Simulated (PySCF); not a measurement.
NH3O.
Z-matrix (Å and degrees, PBE0-D3(BJ)/def2-SVP geometry), rows numbered from 1:
```
N 
O   1  1.3083
H   1  1.0498  2  115.51
H   1  1.0498  2  115.56  3   119.99
H   1  1.0498  2  115.56  3  -119.97
```

Level: CAM-B3LYP/def2-SVPD in PySCF, non-relativistic, on one gas-phase PBE0-D3(BJ)/def2-SVP geometry that isn't relaxed in the solvent. The solvent is an IEF-PCM continuum (Bondi radii, 1.10 Å for H, scaled by 1.2), and excitations are vertical TDDFT with non-equilibrium linear response and a frozen core. The model holds no explicit solvent molecules, cavitation or dispersion.

```json
{"run": "gas", "E − E(gas) (kcal/mol)": "0.00", "HOMO (eV)": "-7.89", "HOMO–LUMO gap (eV)": "8.35", "dipole (D)": "5.35", "lowest singlet (eV)": "4.95", "static polarisability (au)": "20.2"}
{"run": "P", "E − E(gas) (kcal/mol)": "-8.10", "HOMO (eV)": "-8.00", "HOMO–LUMO gap (eV)": "8.95", "dipole (D)": "5.98", "lowest singlet (eV)": "5.48", "static polarisability (au)": "21.6"}
{"run": "Q", "E − E(gas) (kcal/mol)": "-20.18", "HOMO (eV)": "-8.25", "HOMO–LUMO gap (eV)": "9.87", "dipole (D)": "6.91", "lowest singlet (eV)": "6.31", "static polarisability (au)": "24.0"}
```

The runs were made in cyclohexane and methanol. Which run belongs to which solvent?

P = cyclohexane, Q = methanol. The dielectric constants are 2.017 (cyclohexane), 32.61 (methanol), and the energy falls further as ε rises. The optical constants n² used for the excitations are 2.04, 1.77 in the same order. In this model the ground state sees the solvent through ε alone.

How constant is the ratio of the lowering to (ε − 1)/(2ε + 1)?

```tsv
solvent	(ε − 1)/(2ε + 1)	E − E(gas) (kcal/mol)	ratio (kcal/mol)	polarisation term (kcal/mol)
cyclohexane	0.202	-8.10	-40.1	-8.94
methanol	0.477	-20.18	-42.3	-25.17
```

The ratio changes by +5.4 % in size from cyclohexane to methanol. The polarisation term is half the interaction of the solute with the induced surface charges.
